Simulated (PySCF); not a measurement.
Input of a run (PBE0-D3(BJ)/def2-TZVP geometry optimisation, gas phase (PySCF 2.14.0)), started from GFN2-xTB:
```
{"job": {"xc": "PBE0", "basis": "def2-TZVP", "d3": "d3bj", "grid": 2, "kind": "geom"}, "charge": 0, "multiplicity": 1}
C     -1.271986    -0.496591    -0.334473
C     -0.417234     0.352364     0.598145
C      0.951285     0.670828    -0.019436
C      1.725421    -0.528619    -0.211714
N      2.329966    -1.488158    -0.355383
H     -2.228855    -0.721367     0.129749
H     -1.458772     0.027999    -1.269679
H     -0.770340    -1.435048    -0.560976
H     -0.270207    -0.175075     1.543232
H     -0.927642     1.293767     0.812659
H      1.517704     1.342194     0.632684
H      0.821858     1.157020    -0.990833
```

Output (energies in Eh, forces in Eh/bohr):
```
step   0  E = -211.20479168  max force = 0.014043
step   1  E = -211.20533832  max force = 0.000989
step   2  E = -211.20534444  max force = 0.000259
optimisation converged
```

Summarise the run.

The energy falls by 0.015 eV over 3 energy and gradient evaluations, the largest force component goes from 0.0140 to 2.6e-04 Eh/bohr, and the atoms move by 0.034 Å rms after alignment. The bond that changes most is C3–C4 (sp3 carbon next to a nitrile to nitrile carbon), which lengthens by 0.014 Å. Bonds longer at the end by more than 0.005 Å: 2 of 11; shorter: 1. The energy never rose by more than 1e-6 Eh on the way. The first step brought 99 % of the lowering.

What are the final bond lengths?

C1–C2 1.517 Å, C2–C3 1.530 Å, C3–C4 1.455 Å, C4≡N5 1.150 Å, C1–H6 1.091 Å, C1–H7 1.093 Å, C1–H8 1.092 Å, C2–H9 1.093 Å, C2–H10 1.093 Å, C3–H11 1.093 Å, C3–H12 1.095 Å. Numbering counts from 1 in the input's order; the species is butyronitrile, `CCCC#N`.

The run used 197 basis functions and 24 SCF cycles in all. Time: 52 s of wall time; peak memory 0.81 GiB. Hardware: Arm Neoverse N1, one thread, shared host with 64 logical CPUs at a one-minute load of 44.

Whether it is a minimum is left open (no frequencies). One conformer, not necessarily the lowest.

The values belong to the conformer `[CH3:1][CH2:2][CH2:3][C:4]#[N:5]`: C1–C2–C3–C4 -62°.
